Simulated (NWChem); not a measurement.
System: Cl anion

The following NWChem deck was run.

```
start job
memory heap 200 mb stack 900 mb global 1100 mb
charge -1
geometry units angstroms noautosym nocenter noautoz
  Cl     0.000000     0.000000     0.000000
end
basis spherical
  * library def2-tzvpd
end
dft
  xc b3lyp
  iterations 150
end
property
  response 1 0.0
end
task dft property
```

NWChem printed, in part:

```
             Northwest Computational Chemistry Package (NWChem) 7.3.0
             --------------------------------------------------------

                             Geometry "geometry" -> ""
                             -------------------------

 Output coordinates in angstroms (scale by  1.889725989 to convert to a.u.)

  No.       Tag          Charge          X              Y              Z
 ---- ---------------- ---------- -------------- -------------- --------------
    1 Cl                  17.0000     0.00000000     0.00000000     0.00000000

 Effective nuclear repulsion energy (a.u.)       0.0000000000

                              NWChem Property Module
                              ----------------------

                                 NWChem DFT Module
                                 -----------------

 Summary of "ao basis" -> "ao basis" (spherical)
 ------------------------------------------------------------------------------
       Tag                 Description            Shells   Functions and Types
 ---------------- ------------------------------  ------  ---------------------
 Cl                        def2-tzvpd               16       46   6s6p3d1f

            General Information
            -------------------
          SCF calculation type: DFT
          Wavefunction type:  closed shell.
          No. of atoms     :     1
          No. of electrons :    18
           Alpha electrons :     9
            Beta electrons :     9
          Charge           :    -1
          Spin multiplicity:     1
          Use of symmetry is: off; symmetry adaption is: off
          Maximum number of iterations: 150
          AO basis - number of functions:    46
                     number of shells:    16
          Convergence on energy requested:  1.00D-06
          Convergence on density requested:  1.00D-05
          Convergence on gradient requested:  5.00D-04

              XC Information
              --------------
                         B3LYP Method XC Potential
                     Hartree-Fock (Exact) Exchange  0.200
                        Slater Exchange Functional  0.800 local
                    Becke 1988 Exchange Functional  0.720 non-local
              Lee-Yang-Parr Correlation Functional  0.810
                  VWN I RPA Correlation Functional  0.190 local

             Grid Information
             ----------------
          Grid used for XC integration:  medium
          Radial quadrature: Mura-Knowles
          Angular quadrature: Lebedev.
          Tag              B.-S. Rad. Rad. Pts. Rad. Cut. Ang. Pts.
          ---              ---------- --------- --------- ---------
          Cl                  1.00       88           9.0       590
          Grid pruning is: on
          Number of quadrature shells:    88
          Spatial weights used:  Erf1

      Superposition of Atomic Density Guess
      -------------------------------------

 Sum of atomic energies:        -459.47790688

 Renormalizing density from      17.00 to     18

      Non-variational initial energy
      ------------------------------

 Total energy =    -475.352630
 1-e energy   =    -672.195747
 2-e energy   =     196.843117
 HOMO         =       0.092837
 LUMO         =       0.281604

   convergence    iter        energy       DeltaE   RMS-Dens  Diis-err
 ---------------- ----- ----------------- --------- --------- ---------
 d= 0,ls=0.0,diis     1   -459.8922038226 -4.60D+02  4.62D-02  9.05D+00
 d= 0,ls=0.0,diis     2   -459.9101754543 -1.80D-02  2.90D-02  5.24D+00
 d= 0,ls=0.0,diis     3   -460.2934659294 -3.83D-01  5.06D-03  7.61D-02
 d= 0,ls=0.0,diis     4   -460.3017498191 -8.28D-03  1.43D-03  7.36D-03
 d= 0,ls=0.0,diis     5   -460.3029094617 -1.16D-03  1.00D-04  4.60D-05
  Resetting Diis
 d= 0,ls=0.0,diis     6   -460.3029161292 -6.67D-06  2.76D-06  3.12D-08
 d= 0,ls=0.0,diis     7   -460.3029161336 -4.37D-09  1.32D-07  1.43D-11

         Total DFT energy =     -460.302916133599
      One electron energy =     -641.148924376819
           Coulomb energy =      209.309620624014
    Exchange-Corr. energy =      -28.463612380794
 Nuclear repulsion energy =        0.000000000000

 Numeric. integr. density =       17.999999994184

                       DFT Final Molecular Orbital Analysis
                       ------------------------------------

 Vector    7  Occ=2.000000D+00  E=-2.936124D-02
              MO Center= -3.4D-14, -1.4D-13, -3.2D-14, r^2= 1.5D+00
   Bfn.  Coefficient  Atom+Function         Bfn.  Coefficient  Atom+Function
  ----- ------------  ---------------      ----- ------------  ---------------
    18      0.396716  1 Cl pz                21      0.303925  1 Cl pz
    16      0.251989  1 Cl px                15      0.200671  1 Cl pz
    19      0.193049  1 Cl px                 9     -0.161221  1 Cl pz
    17     -0.143524  1 Cl py                13      0.127464  1 Cl px
    20     -0.109954  1 Cl py                 7     -0.102405  1 Cl px

 Vector    8  Occ=2.000000D+00  E=-2.936124D-02
              MO Center=  5.7D-13,  3.0D-13,  7.6D-13, r^2= 1.5D+00
   Bfn.  Coefficient  Atom+Function         Bfn.  Coefficient  Atom+Function
  ----- ------------  ---------------      ----- ------------  ---------------
    16      0.392737  1 Cl px                19      0.300877  1 Cl px
    18     -0.281646  1 Cl pz                21     -0.215770  1 Cl pz
    13      0.198658  1 Cl px                 7     -0.159604  1 Cl px
    15     -0.142465  1 Cl pz                 9      0.114458  1 Cl pz
    22      0.096608  1 Cl px                17     -0.088963  1 Cl py

 Vector    9  Occ=2.000000D+00  E=-2.936124D-02
              MO Center=  1.6D-14,  1.2D-13,  3.4D-14, r^2= 1.5D+00
   Bfn.  Coefficient  Atom+Function         Bfn.  Coefficient  Atom+Function
  ----- ------------  ---------------      ----- ------------  ---------------
    17      0.461484  1 Cl py                20      0.353544  1 Cl py
    14      0.233433  1 Cl py                 8     -0.187542  1 Cl py
    16      0.154080  1 Cl px                19      0.118041  1 Cl px
    23      0.113519  1 Cl py                11     -0.086789  1 Cl py
    13      0.077938  1 Cl px                18      0.069086  1 Cl pz

 Vector   10  Occ=0.000000D+00  E= 2.073260D-01
              MO Center=  4.9D-13,  3.2D-15,  2.8D-13, r^2= 1.2D+01
   Bfn.  Coefficient  Atom+Function         Bfn.  Coefficient  Atom+Function
  ----- ------------  ---------------      ----- ------------  ---------------
    22      1.097787  1 Cl px                19     -0.471894  1 Cl px
    24     -0.369915  1 Cl pz                23     -0.305762  1 Cl py
    21      0.159011  1 Cl pz                20      0.131435  1 Cl py
    13     -0.113184  1 Cl px                 7      0.059190  1 Cl px
    16     -0.050699  1 Cl px                15      0.038139  1 Cl pz

 Vector   11  Occ=0.000000D+00  E= 2.073260D-01
              MO Center= -6.7D-14, -1.3D-14, -1.2D-13, r^2= 1.2D+01
   Bfn.  Coefficient  Atom+Function         Bfn.  Coefficient  Atom+Function
  ----- ------------  ---------------      ----- ------------  ---------------
    24      1.127070  1 Cl pz                21     -0.484481  1 Cl pz
    22      0.304952  1 Cl px                23     -0.268665  1 Cl py
    19     -0.131086  1 Cl px                15     -0.116203  1 Cl pz
    20      0.115488  1 Cl py                 9      0.060769  1 Cl pz
    18     -0.052051  1 Cl pz                12      0.036810  1 Cl pz

 Vector   12  Occ=0.000000D+00  E= 2.073260D-01
              MO Center= -5.3D-13, -1.6D-12, -2.1D-13, r^2= 1.2D+01
   Bfn.  Coefficient  Atom+Function         Bfn.  Coefficient  Atom+Function
  ----- ------------  ---------------      ----- ------------  ---------------
    23      1.126850  1 Cl py                20     -0.484387  1 Cl py
    22      0.370583  1 Cl px                24      0.168344  1 Cl pz
    19     -0.159299  1 Cl px                14     -0.116180  1 Cl py
    21     -0.072364  1 Cl pz                 8      0.060757  1 Cl py
    17     -0.052041  1 Cl py                13     -0.038208  1 Cl px

 *** CALLING NEW AORESP DRIVER FOR CLOSED AND OPEN SHELLS ***
 Entering AOResponse driver routine

--------------------------------------------------------------------------------

          -----------------------------------------------
          Solving response equations for perturbing field
          -----------------------------------------------

 number of frequencies:     1
 frequency in a.u.:  0.0000000E+00
 Perturbing field: electric
 Using El. Dipole Length Gauge

 Setting up CPKS with frequency omega =      0.00000000 a.u.

 STATIC response

                                NWChem CPHF Module
                                ------------------

  scftype          =     RHF
  nclosed          =        9
  nopen            =        0
  variables        =      333
  # of vectors     =        3
  tolerance        = 0.10D-03
  level shift      = 0.00D+00
  max iterations   =       50
  max subspace     =       30

 SCF residual:    7.5195678472000970E-006

Iterative solution of linear equations
  No. of variables      333
  No. of equations        3
  Maximum subspace       30
        Iterations       50
       Convergence  1.0D-04

   iter   nsub   residual    time
   ----  ------  --------  ---------
     1      3    2.71D+00       2.1
     2      6    1.14D+00       2.8
     3      9    6.39D-02       3.4
     4     12    1.79D-03       4.1
     5     15    1.01D-04       4.7
     6     18    3.11D-06       5.3

 Electric Dipole Response Matrix (nonzero elements):

              1        2        3
    1   31.3549  -0.0000   0.0000
    2   -0.0000  31.3549  -0.0000
    3    0.0000   0.0000  31.3549

 ------------------------------------------
 average:        31.35494 + I       0.00000

 DFT Linear Response polarizability / au
 Frequency  =       0.0000000 / au
              X              Y              Z
 -----------------------------------------------
 X      31.3549393     -0.0000000      0.0000000
 Y      -0.0000000     31.3549393     -0.0000000
 Z       0.0000000      0.0000000     31.3549393
 -----------------------------------------------
 Eigenvalues =      31.3549393     31.3549393     31.3549393
 Isotropic   =      31.3549393
 Anisotropic =       0.0000000
 -----------------------------------------------

 Magnetic Dipole Response Matrix (nonzero elements):

 Exiting AOResponse driver routine
```

Level: B3LYP/def2-TZVPD.
